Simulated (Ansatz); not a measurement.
# C3H2ClF (SMILES FC1=CC1Cl) at 6 levels

We compute a comparison of 6 runs (HF/STO-3G, HF/3-21G, B3LYP/6-31G*, B3LYP/def2-SVP, PBE-QIDH/def2-SVP, CCSD/def2-SVP) of C3H2ClF. 

Program for the calculation: Ansatz 0.2.0.

70 further runs of the same task are left out: 70 set aside as unsound or not needed. Runs told in other sessions of the task aren't counted.

### 1 The molecule

C3H2ClF has 7 atoms, charge 0, and is taken as a singlet. As SMILES, `FC1=CC1Cl`. The C4–H7 distance was set to 1.412 Å, away from the relaxed value.

Bond lengths: F1–C2 1.299 Å, C2–C3 1.288 Å, C2–C4 1.439 Å, C3–C4 1.503 Å, C4–Cl5 1.797 Å, C3–H6 1.075 Å. Angles: F1–C2–C3 149.0°, F1–C2–C4 144.3°, C3–C2–C4 66.6°, C2–C3–C4 61.5°, C2–C4–C3 51.9°, C2–C4–Cl5 120.4°, C3–C4–Cl5 119.9°, C2–C3–H6 154.3°, C4–C3–H6 144.1°. A long bond or contact: C4–H7 1.412 Å.

### 2 The energy at HF/STO-3G (run 1)

File run.yaml:

```yaml
crystal:
  periodic: [false, false, false]
  atoms:
    - {symbol: F, position_ang: [0.195757, -2.280121, -0.181811]}
    - {symbol: C, position_ang: [0.034557, -1.037021, 0.159489]}
    - {symbol: C, position_ang: [-0.065543, -0.152321, 1.089789]}
    - {symbol: C, position_ang: [-0.219543, 0.288479, -0.339011]}
    - {symbol: Cl, position_ang: [-1.843843, 0.726379, -0.970311]}
    - {symbol: H, position_ang: [-0.096343, 0.180079, 2.111889]}
    - {symbol: H, position_ang: [0.734800, 1.092800, -1.000200]}
basis:
  gaussian: {orbitals: STO-3G}
hamiltonian: {xc: hf}
accuracy: high
output: {orbitals: {seedname: orbitals}}
```

On the command line:

```sh
ansatz run run.yaml --threads 1 --pin off --max-ram 2610MiB --events-out events.jsonl --progress --plain --runs-dir runs
```

Log:

```text
Warning: RAYON_NUM_THREADS=1 ignored (pool sized by the plan → 1); use --threads N
Functional definition: HF
  name "HF"
  exchange = exact_x
  correlation = 0
631 factors; integrals over basis functions are off by at most 4.1e-8 eV
mean field evaluation 1: about -18114.5020 eV, gradient 2.7e1 eV
mean field evaluation 2: about -18114.6808 eV, gradient 2.7e1 eV
mean field evaluation 4: about -18117.6417 eV, gradient 2.4e0 eV
mean field evaluation 8: about -18117.6737 eV, gradient 4.0e-4 eV
mean field -18117.67366762 eV, -665.8122266846 hartree, gradient 1.4e-8 eV, S^2 0.000000; 0 other end points of the search recorded, 0 dependent functions left out
reference -18117.67366762 eV, -665.8122266846 hartree; 23, 23 occupied and 8, 8 virtual orbitals, 631 factors
Total energy: -18117.67366762 eV, -665.8122266846 hartree
```

Wall time 0.2 s (1 thread of Intel Xeon 6975P-C (Granite Rapids), shared host).

### 3 The energy at HF/3-21G (run 2)

File input.yaml:

```yaml
crystal:
  periodic: [false, false, false]
  atoms:
    - symbol: F
      position_ang: [0.195757, -2.280121, -0.181811]
    - symbol: C
      position_ang: [0.034557, -1.037021, 0.159489]
    - symbol: C
      position_ang: [-0.065543, -0.152321, 1.089789]
    - symbol: C
      position_ang: [-0.219543, 0.288479, -0.339011]
    - symbol: Cl
      position_ang: [-1.843843, 0.726379, -0.970311]
    - symbol: H
      position_ang: [-0.096343, 0.180079, 2.111889]
    - symbol: H
      position_ang: [0.734800, 1.092800, -1.000200]
basis:
  gaussian:
    orbitals: 3-21G.json
magnetization:
  spin_polarized: false
  initial_magnetization: 0
output:
  orbitals: {seedname: orbitals}
accuracy: high
hamiltonian:
  xc: hf
```

The basis set 3-21G is read from a file made from the Basis Set Exchange's data (not shown).

On the command line:

```sh
ansatz run input.yaml --threads 1 --pin off --max-ram 2610MiB --events-out events.jsonl --progress --plain --runs-dir runs
```

Log:

```text
Warning: RAYON_NUM_THREADS=1 ignored (pool sized by the plan → 1); use --threads N
Functional definition: HF
  name "HF"
  exchange = exact_x
  correlation = 0
1206 factors; integrals over basis functions are off by at most 1.1e-8 eV
mean field evaluation 1: about -18233.3143 eV, gradient 2.4e1 eV
mean field evaluation 2: about -18233.7625 eV, gradient 2.4e1 eV
mean field evaluation 4: about -18235.6027 eV, gradient 2.8e0 eV
mean field evaluation 8: about -18235.6454 eV, gradient 2.3e-1 eV
mean field evaluation 16: about -18235.6457 eV, gradient 9.7e-9 eV
mean field -18235.64574422 eV, -670.1476205356 hartree, gradient 4.0e-8 eV, S^2 0.000000; 0 other end points of the search recorded, 0 dependent functions left out
reference -18235.64574422 eV, -670.1476205356 hartree; 23, 23 occupied and 30, 30 virtual orbitals, 1206 factors
Total energy: -18235.64574422 eV, -670.1476205356 hartree
```

It took 0.44 s on 1 thread of Intel Xeon 6975P-C (Granite Rapids), shared host; peak memory 0.13 GiB.

Runs 3 to 5 aren't shown in full; the table further down has their settings and results.

### 4 The energy at CCSD/def2-SVP (run 6)

File in.yaml:

```yaml
crystal:
  periodic: [false, false, false]
  atoms:
    - {symbol: F, position_ang: [0.195757, -2.280121, -0.181811]}
    - {symbol: C, position_ang: [0.034557, -1.037021, 0.159489]}
    - {symbol: C, position_ang: [-0.065543, -0.152321, 1.089789]}
    - {symbol: C, position_ang: [-0.219543, 0.288479, -0.339011]}
    - {symbol: Cl, position_ang: [-1.843843, 0.726379, -0.970311]}
    - {symbol: H, position_ang: [-0.096343, 0.180079, 2.111889]}
    - {symbol: H, position_ang: [0.734800, 1.092800, -1.000200]}
basis:
  gaussian: {orbitals: def2-SVP}
correlation: {method: ccsd, frozen_orbitals: {C: 1, Cl: 5, F: 1, H: 0}}
accuracy: high
scf: {omitted_lower_state_checks: [cluster_reference, increment]}
```

On the command line:

```sh
ansatz run in.yaml --threads 1 --pin off --max-ram 2610MiB --events-out events.jsonl --progress --plain --runs-dir runs
```

Log:

```text
Warning: RAYON_NUM_THREADS=1 ignored (pool sized by the plan → 1); use --threads N
[... 12 lines left out ...]
9 core orbitals not correlated: weight in the atoms' cores, before any rotation towards them, 1.000 or more for the frozen orbitals, at most 0.000 for the correlated occupied ones
[... 23 lines left out ...]
Total energy: -18339.83395072 eV, -673.9764665031 hartree
Checks for a lower state left out: cluster_reference, increment
```

It took 7.8 s on 1 thread of Intel Xeon 6975P-C (Granite Rapids), shared host; peak memory 0.48 GiB.

### 5 The series

| run | level | frozen core orbitals | energy (Eh) | HOMO energy (eV) | LUMO energy (eV) | HOMO–LUMO gap (eV) | wall time |
| --- | --- | --- | --- | --- | --- | --- | --- |
| 1 | HF/STO-3G | – | -665.812227 | -8.64 | 7.73 | 16.37 | 0.2 s |
| 2 | HF/3-21G | – | -670.147621 | -10.52 | 4.13 | 14.65 | 0.44 s |
| 3 | B3LYP/6-31G* (spherical functions) | – | -675.405293 | -7.63 | -0.02 | 7.60 | 3.6 s |
| 4 | B3LYP/def2-SVP | – | -675.126473 | -7.66 | -0.24 | 7.42 | 3.3 s |
| 5 | PBE-QIDH/def2-SVP | 9 | -674.536378 | -9.79 | 2.13 | 11.92 | 4.8 s |
| 6 | CCSD/def2-SVP | 9 | -673.976467 | – | – | – | 7.8 s |

### 6 Summary of results

```
                                          quantity          value
                               run 6: total energy  -673.97647 Eh
run 6: correlation energy (9 core orbitals frozen)     -742.0 mEh
                              run 6: T1 diagnostic          0.011
```

Over runs 1, 2, 3, 4, 5 the HOMO–LUMO gap runs from 7.42 eV (B3LYP/def2-SVP) to 16.37 eV (HF/STO-3G). The two ends differ in method and basis. Totals of different functionals can't be ranked against each other. In run 1 the basis is minimal, so the values are rough. All runs together took 20 s, the longest 7.8 s.
